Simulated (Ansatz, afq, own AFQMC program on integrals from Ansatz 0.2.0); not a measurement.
Two steps: Ansatz 0.2.0 writes the Fock matrix and Cholesky factors of the valence space, and afq projects on them the lowest state that overlaps trial and start.

```yaml
crystal:
  periodic: [false, false, false]
  atoms:
    - {symbol: N, position_ang: [0.000000, 0.000000, 0.000000]}
    - {symbol: N, position_ang: [0.000000, 0.000000, 1.089486]}
basis:
  gaussian: {orbitals: cc-pVQZ}
magnetization: {spin_polarized: false}
correlation: {method: ccsd_t, electrons: outside_noble_gas, hamiltonian_folder: ham}
```

```sh
$ ansatz run in.yaml --threads 1 --pin off --events-out ev --progress --plain --max-ram 24576MiB --backend cuda --devices 0, --max-vram 18GiB
```

Options of the walk:

```
--method phaseless --trial cisd --walkers 800 --populations 20 --least-time 60 --time-step 0.005 --steps-per-block 50 --equilibration-blocks 28 --max-blocks 4000 --target-error 0.00019 --factor-cut 1e-05 --seed 4955 --release-times 0.24,0.51,0.99,1.62,2.4 --release-step 0.03 --release-every 3 --taylor-order 6
```

Times are imaginary, in 1/Eh. The walk had a cap of 224 s. With eight or more populations the least sampling time is a fifth of least-time, and the error comes from their spread.

afq prints:

```
orbitals 108  electrons 5 5  factors 673 of 673
reference energy -108.99256018 Eh
CCSD correlation -0.39166845 Eh in 10 cycles, weight of the determinant in the CISD state 0.8901
energy of the start -109.384216 Eh
 block  time / (1/Eh)  mean weight  energy / Eh
     1     0.250  1.0004  -109.384002
     2     0.500  0.9997  -109.392735
     3     0.750  0.9998  -109.396043
     4     1.000  0.9998  -109.397290
     5     1.250  1.0008  -109.401867
     7     1.750  0.9995  -109.398584
     9     2.250  1.0004  -109.402147
    17     4.250  1.0010  -109.403124
    49    12.250  0.9999  -109.407056
    81    20.250  0.9991  -109.416217
   113    28.250  0.9995  -109.403953
   145    36.250  1.0002  -109.401923
   177    44.250  1.0000  -109.402406
   209    52.250  1.0002  -109.405894
   241    60.250  1.0004  -109.399712
   273    68.250  1.0003  -109.401738
   305    76.250  0.9996  -109.408864
   337    84.250  1.0006  -109.402206
   369    92.250  1.0005  -109.405569
   401   100.250  0.9988  -109.406026
   433   108.250  1.0000  -109.401019
   465   116.250  0.9994  -109.404711
   497   124.250  1.0013  -109.404490
   529   132.250  1.0009  -109.411386
   561   140.250  1.0007  -109.407906
   593   148.250  1.0002  -109.410379
   625   156.250  0.9994  -109.404478
   657   164.250  1.0000  -109.405145
   673   168.250  0.9997  -109.399208
error from the spread of 20 populations
released: time / (1/Eh)  energy / Eh  error  mean overlap
  0.24  -109.405337  0.000170  0.9938
  0.51  -109.405386  0.000162  0.9888
  0.99  -109.405601  0.000184  0.9788
  1.62  -109.405438  0.000188  0.9630
  2.40  -109.405629  0.000255  0.9461
energy -109.405165 +/- 0.000189 Eh
(rows thinned)
```

The run passed its tests (sampling time, drift between the halves within three errors, error under three times the target), which doesn't prove that it has relaxed.

Against this walk (error 5.1 meV) on the same determinant: CCSD(T) 29.6 meV higher, CCSDT(Q) 10.3 meV lower (within the noise). The error is statistical and leaves out the bias of the constraint. Released to 2.40 1/Eh the energy moves by -13 ± 9 meV (both errors), within twice the noise.

Cautions: constraint bias not in the error.

The walk took 3.3 min on 1 × NVIDIA H100 80GB HBM3 with 2 threads of AMD EPYC 7R13 Processor (Zen 3) (shared host) (the card was shared). The log's last line is the phaseless energy.

CCSDT and higher add their correlation energy to the determinant of the CCSD(T) run, since their own runs factorise the integrals more tightly (a shift of under 2 meV). A walk keeps the symmetry of its determinant, which the program's search chose and which needn't be the lowest solution, so a lower state of the same spin and another symmetry isn't excluded.
